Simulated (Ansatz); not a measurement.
```xyz
12

C     0.434    0.844   -0.962
N    -0.066    0.050    0.131
C     0.037   -1.380   -0.022
C    -0.590    0.596    1.230
S    -0.782    2.184    1.585
H     0.267    1.895   -0.730
H    -0.087    0.581   -1.887
H     1.505    0.664   -1.102
H    -0.521   -1.715   -0.902
H    -0.367   -1.876    0.860
H     1.083   -1.680   -0.146
H    -0.913   -0.164    1.944
```

Charge 0, multiplicity 1.

Problem. List the PBE0/def2-TZVPP orbital energies in eV (Ansatz). (An estimate is asked.)

Solution. Ansatz gave: Occupied: -2420.95, -393.15, -280.39, -279.62, -279.18, -216.30, -160.13, -160.06, -159.93, -27.67, -21.77, -20.96, -19.01, -15.99, -14.66, -13.92, -13.15, -11.86, -11.80, -11.22, -10.15, -9.71, -6.46, -6.00. Lowest empty: -0.73, 0.85, 1.89, 2.13, 2.47, 2.75, 3.32, 3.57.
